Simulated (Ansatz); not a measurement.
The first iterations of a band of AlH$_{7}$OSi (10 atoms, charge 0, multiplicity 1).

All numbers below come from RKS PBE-D4/def2-SVP (Ansatz).

| Item | Value |
| --- | --- |
| movable images | 1 |
| climbing image | yes |
| spring | 5.0 eV/Å² |
| optimiser | quadratic models (default) |
| start path | through a guess of the saddle point |
| force threshold | 0.05 eV/Å |
| iteration limit | 60 |
| end points | relaxed |

Initial state:

```xyz
10
Properties=species:S:1:pos:R:3
Al -1.695 0.202 0.001
H -2.390 -0.540 1.248
H -2.391 0.108 -1.446
H -0.820 1.540 0.325
H 0.136 -1.733 -0.378
O 0.035 -0.776 -0.219
Si 1.482 0.160 0.071
H 2.570 -0.859 -0.137
H 1.494 0.652 1.480
H 1.579 1.247 -0.945
```

Final state:

```xyz
10
Properties=species:S:1:pos:R:3
Al -1.510 0.525 -0.208
H -1.983 -1.666 0.576
H -2.226 0.164 -1.586
H -2.274 1.112 1.061
H -1.210 -1.647 0.570
O 0.207 0.448 -0.149
Si 1.858 0.305 -0.083
H 2.242 -1.152 -0.018
H 2.405 0.995 1.140
H 2.492 0.916 -1.304
```

| iteration | highest image above the first end (eV) | largest band force component (eV/Å) |
| --- | --- | --- |
| 1 | 1.057 | 4.504 |
| 2 | 0.797 | 3.816 |
| 3 | 0.760 | 2.243 |
| 4 | 0.650 | 1.655 |
| 5 | 0.264 | 1.279 |
| 6 | 0.228 | 1.873 |
| 7 | 0.159 | 0.284 |

Does the band converge within its limit, and where does its top end?

The forces met the threshold. It ended after 21 iterations with the highest image 0.381 eV above the first end. The order of the stationary point at the top wasn't checked. So few images can step over the top or miss a turn of the path. The orbitals stay closed-shell, which can raise the energy where a bond breaks towards radicals; this wasn't checked here.

The run took 19 s on 2 threads of Intel(R) Xeon(R) Platinum 8488C (Sapphire Rapids), with other jobs on the host, peak memory 0.14 GiB.
